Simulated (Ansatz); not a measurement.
# How methods differ on [BH2F2]− (SMILES F[BH2-]F)

The species is [BH2F2]− (5 atoms), meant as a singlet with charge -1. As SMILES, `F[BH2-]F`. The shape is that of a GFN2-xTB optimisation.

```xyz
5

F    -1.1770    0.6245    0.3832
B     0.0335    0.0143   -0.0561
F     0.4076   -0.9473    0.9267
H    -0.1719   -0.5601   -1.1189
H     0.9078    0.8687   -0.1348
```

Quantity: the energy change with the B2–H4 bond stretched from 1.225 to 1.532 Å, in eV. The values are calculated.

```
                      level                    kind  program  value (eV)  less FCI/STO-3G  CPU time (all runs)
     HF/STO-3G (restricted)            Hartree–Fock   Ansatz        1.01            +0.31               0.14 s
  SVWN5/STO-3G (restricted)                     LDA   Ansatz        0.61            -0.09                1.2 s
   BLYP/STO-3G (restricted)                     GGA   Ansatz        0.49            -0.21                1.8 s
   PBE0/STO-3G (restricted)           global hybrid   Ansatz        0.71            +0.01                1.8 s
r2SCAN0/STO-3G (restricted)         hybrid meta-GGA   Ansatz        0.76            +0.06                4.3 s
wB97M-V/STO-3G (restricted)  range-separated hybrid   Ansatz        0.71            +0.01                 29 s
 B2PLYP/STO-3G (restricted)           double hybrid   Ansatz        0.73            +0.03                2.4 s
 CCSDTQ/STO-3G (restricted)   coupled cluster or CI   Ansatz        0.70             0.00                 18 s
                 FCI/STO-3G      exact in the basis   Ansatz        0.70             0.00                5.9 s
```

FCI/STO-3G is exact within its basis and frozen core, so for wave-function methods in that basis the difference is their error; functionals converge differently with the basis, so for them it is only a difference. Sets without diffuse functions describe the anion poorly. The first shape isn't each level's own minimum. The values span 0.49 to 1.01 eV. All rows use very small basis sets, so none should be taken for the real molecule's value. Times are those of the runs behind each value, whatever else they computed, on shared processors of several kinds: orders of magnitude only.
